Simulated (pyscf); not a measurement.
Single points on ωB97X-D3(BJ)/def2-SVP structures (PySCF, gas phase).

**Question.** PBE/def2-TZVP puts the barrier of H₂Ga–SeH + H₂Se → HSe–GaH–SeH + hydrogen (H₂) (four-centre exchange; singlet surface; Ga–H, H–Se broken, Ga–Se, H–H formed) at 6.6 kcal/mol and the reaction energy at -20.6 kcal/mol, from the separated reactants. What do B3LYP-D3(BJ)/def2-TZVP, M06-2X/def2-TZVP, ωB97M-D3(BJ)/def2-TZVP give on the same structures?

**Answer.** B3LYP-D3(BJ): ΔE‡ = 10.6 kcal/mol, ΔE = -21.1 kcal/mol; M06-2X: ΔE‡ = 9.8 kcal/mol, ΔE = -24.0 kcal/mol; ωB97M-D3(BJ): ΔE‡ = 13.8 kcal/mol, ΔE = -19.1 kcal/mol. PBE's barrier lies under all of them, by 3.2 to 7.3 kcal/mol. Its reaction energy lies among theirs. Low barriers are usual for a GGA, whose delocalisation error favours stretched bonds. On the reactant side the descent ends in an adduct with a Ga–Se contact, 13.2 kcal/mol under the separated species and 21.8 kcal/mol under the saddle at ωB97X-D3(BJ)/def2-TZVP. What is counted as formed (Ga–Se) is already present as a longer contact in the reactant adduct; forming that adduct is a step of its own. At ωB97X-D3(BJ) the barrier from the zero used here is 8.6 kcal/mol. This is the saddle that the search found; another between the same sides may lie lower. Elements up to Kr have no core potential and no relativistic terms here.
